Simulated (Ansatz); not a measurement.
# Chalcopyrite CdGeAs2

All values below come from HSE06 (Ansatz, a program for electronic structure, plane waves, PAW).

Run with plane-wave cutoff 460 eV, 6×6×6 k mesh, Fermi–Dirac smearing 0.01 eV, scalar-relativistic PAW data made under PBE.

Cell: relaxed at this level.

```
Quantity                                  Result
-------------------  ---------------------------
lattice constant a                       5.984 Å
lattice parameter c                     11.316 Å
band gap             0.43 eV (on the SCF k mesh)
```

Measured, for comparison: band gap 0.57 eV (temperature not stated, no zero-point or thermal correction, direct; as tabulated in Rashkeev et al. (1999), arXiv:cond-mat/9809378); lattice constant a 5.943 Å, lattice parameter c 11.216 Å (298 K, no zero-point or thermal correction; as tabulated in Abstract on Scilit: Piezoelectric nonlinear optic CuGaSe2 and CdGeAs2: Crystal …). Computed (rounded) less measured: lattice constant a +0.7 %, lattice parameter c +0.9 %.

Spin–orbit coupling is not included.

Computed values are for the static lattice.
